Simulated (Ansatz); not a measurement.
**CH₄NO−: one structure at several levels**

The task here is to estimate one member of a computed series from the others.

Program: Ansatz 0.2.0, Gaussian basis. Level of theory: single points in def2-TZVPPD. These are calculated values, not measurements.

3 further runs of the same task are left out: 3 that didn't finish.

## The starting structure

SMILES `[NH-]CO`, 7 atoms, charge -1, spin multiplicity 1.

Atoms are counted from 1 here; the program's logs count them from 0.

Bond lengths: N1–C2 1.376 Å, N1–H4 1.032 Å, C2–H5 1.137 Å, C2–H6 1.127 Å, O3–H7 0.967 Å. Angles: C2–N1–H4 112.6°, N1–C2–H5 124.6°, N1–C2–H6 110.0°, H5–C2–H6 104.3°.

As a file:

| atom | x (Å) | y (Å) | z (Å) |
| --- | --- | --- | --- |
| N1 | -0.9208 | -0.5541 | -0.5562 |
| C2 | -0.0605 | 0.2736 | 0.1282 |
| O3 | 1.3954 | -0.2979 | 0.5687 |
| H4 | -0.4864 | -0.9743 | -1.3931 |
| H5 | 0.4420 | 1.1921 | -0.3161 |
| H6 | -0.5557 | 0.6547 | 1.0659 |
| H7 | 1.3006 | -1.2462 | 0.4055 |

The first run:

run/in.yaml

```yaml
crystal:
  periodic: [false, false, false]
  atoms:
    - {symbol: N, position_ang: [-0.920800, -0.554129, -0.556182]}
    - {symbol: C, position_ang: [-0.060519, 0.273637, 0.128233]}
    - {symbol: O, position_ang: [1.395425, -0.297880, 0.568652]}
    - {symbol: H, position_ang: [-0.486432, -0.974258, -1.393135]}
    - {symbol: H, position_ang: [0.441997, 1.192128, -0.316131]}
    - {symbol: H, position_ang: [-0.555693, 0.654665, 1.065873]}
    - {symbol: H, position_ang: [1.300569, -1.246166, 0.405500]}
basis:
  gaussian: {orbitals: "def2-TZVPPD.json"}
total_charge: -1
hamiltonian: {xc: pbe, dispersion: d4}
output: {forces: true}
```

The basis file named in the input lies beside it (Basis Set Exchange, JSON).

Launch:

```bash
> ansatz run in.yaml --threads 2 --pin off --events-out ev --progress --plain --max-ram 3481MiB
```

Steps of the session up to this table: PBE-D4/def2-TZVPPD; r2SCAN-D4/def2-TZVPPD; PBE0-D4/def2-TZVPPD; wB97M-V/def2-TZVPPD.

One table of the session follows, with a row left open; its other results are not shown here.

```
   method  RMS force component (eV/Å)
   PBE-D4                           ?
r2SCAN-D4                       0.388
  PBE0-D4                       0.454
  wB97M-V                       0.485
```

Estimate the missing values for PBE-D4.

As computed: RMS force component (eV/Å): 0.323. In the column «RMS force component (eV/Å)» it is the lowest.

Caveats from the session: The anion's highest level is positive in at least one run, so there the basis alone may hold the extra electron.
